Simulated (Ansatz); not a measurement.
A run of Ansatz (development build ahead of 0.2.0) on singlet F2 at this shape:

| atom | x (Å) | y (Å) | z (Å) |
| --- | --- | --- | --- |
| F | -0.0358 | -0.0047 | -0.7779 |
| F | 0.0483 | 0.0001 | 0.8615 |

Its results:

```
Converged                       : yes
Total energy                    : -198.46013 hartree
Spin squared of the determinant : 0.000
```

Question: Which input gives this output? Name the method, the orbitals and the basis set, and write the input.

Answer: RHF in def2-SVP. An unrestricted run that stays on the closed shell gives the same numbers.

```yaml
crystal:
  periodic: [false, false, false]
  atoms:
    - { symbol: F, position_ang: [-0.03578, -0.00469, -0.77794] }
    - { symbol: F, position_ang: [0.04827, 0.00013, 0.86151] }
basis:
  gaussian: { orbitals: def2-SVP }
hamiltonian:
  xc: hf
```

Caution: stretched shape with no unrestricted run beside it, a lower state can exist.
